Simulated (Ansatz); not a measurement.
# CH3BN radical: functionals against CCSD(T) at one geometry

An exercise on one series of results from a longer session: the logs are not shown, and one member is left open.

Method: single points in def2-TZVPP; program: Ansatz 0.2.0, Gaussian basis.

Cores are frozen in the correlated methods. Orbitals are unrestricted.

## Starting geometry

SMILES `[BH]C=N`, 6 atoms, charge 0, spin multiplicity 2.

Atoms are counted from 1 here; the program's logs count them from 0.

Bond lengths: B1–C2 1.396 Å, B1–H4 1.165 Å, C2–N3 1.297 Å, C2–H5 1.216 Å, N3–H6 1.027 Å. Angles: C2–B1–H4 167.7°, B1–C2–N3 143.6°, B1–C2–H5 99.7°, N3–C2–H5 116.7°, C2–N3–H6 119.8°.

Coordinates:

```xyz
6
charge 0, multiplicity 2
B    -1.11440    0.10870   -0.61060
C     0.08230   -0.02230    0.09590
N     0.59240   -0.41020    1.22410
H    -1.96550    0.30560   -1.38080
H     0.85730    0.41940   -0.73050
H     1.60480   -0.33650    1.37850
```

The first run:

Input file run/in.yaml:

```yaml
crystal:
  periodic: [false, false, false]
  atoms:
    - {symbol: B, position_ang: [-1.114400, 0.108700, -0.610600]}
    - {symbol: C, position_ang: [0.082300, -0.022300, 0.095900]}
    - {symbol: N, position_ang: [0.592400, -0.410200, 1.224100]}
    - {symbol: H, position_ang: [-1.965500, 0.305600, -1.380800]}
    - {symbol: H, position_ang: [0.857300, 0.419400, -0.730500]}
    - {symbol: H, position_ang: [1.604800, -0.336500, 1.378500]}
basis:
  gaussian: {orbitals: def2-TZVPP}
magnetization: {spin_polarized: true, initial_magnetization: 1}
correlation: {method: ccsd_t}
scf: {omitted_lower_state_checks: [cluster_reference]}
output: {forces: true}
```

The command line of these runs was not kept.

Among the steps run: CCSD(T)/def2-TZVPP; PBE0-D4/def2-TZVPP; wB97M-V/def2-TZVPP; r2SCAN-D4/def2-TZVPP; PBE-D4/def2-TZVPP; LC-wPBE/def2-TZVPP; r2SCANh-D4/def2-TZVPP.

One of the session's tables, all rows but one given; the rest of the session is left out.

```
    method  RMS force component (eV/Å)  angle to CCSD(T) forces (°)  dipole (D)
   CCSD(T)                       1.081                    reference        2.01
   PBE0-D4                       0.949                         10.9        2.06
   wB97M-V                       0.966                          7.7        2.16
 r2SCAN-D4                       0.925                          9.0        1.96
    PBE-D4                       0.884                          9.5        1.93
   LC-wPBE                       1.013                         13.3        2.25
r2SCANh-D4                           ?                            ?           ?
```

Estimate the missing values for r2SCANh-D4.

The run gave: RMS force component (eV/Å): 0.944; angle to CCSD(T) forces (°): 10.0; dipole (D): 1.99. In the column «RMS force component (eV/Å)» it lies between r2SCAN-D4 (0.925) and PBE0-D4 (0.949).

Limits of these values: The unrestricted reference is spin-contaminated, which hurts MP2 most.
